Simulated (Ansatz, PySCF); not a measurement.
System: C3H3, net charge 0, doublet state. It need not be the lowest isomer of its formula. 
Coordinates optimised at B3LYP-D3(BJ)/def2-TZVP (Ansatz, a quantum-chemistry and plane-wave program):
```xyz
6

C     -0.0003    -0.0188     0.1135
C     -0.0037    -0.2179     1.3177
C      0.0034     0.2038    -1.2323
H     -0.0066    -0.3912     2.3654
H      0.9329     0.3302    -1.7707
H     -0.9230     0.2584    -1.7878
```
Charge 0, spin multiplicity 2.

Wanted: atomisation energy (electronic, to ground-state atoms), in eV. Cores are frozen in the correlated levels unless marked. UHF or UKS for open shells. Spin-orbit coupling is left out. No relativistic terms. The coupled-cluster limit lacks core correlation, which all-electron functionals hold. Basis-set limits of correlation are two-point, X^-3; Hartree-Fock from the larger set. [CCSD(T)-MP2]/basis is that difference in the basis named.

| level | program | atomisation energy (eV) |
|---|---|---|
| HF/aug-cc-pVDZ | Ansatz | 19.13 |
| HF/def2-TZVPD | PySCF | 19.57 |

**Question.** What does RI-MP2/CBS(cc-pVTZ,cc-pVQZ)+[CCSD(T)-MP2]/cc-pVTZ (Ansatz) give?

**Answer.** 26.13 eV, so HF/def2-TZVPD differs from it by -6.56 eV.
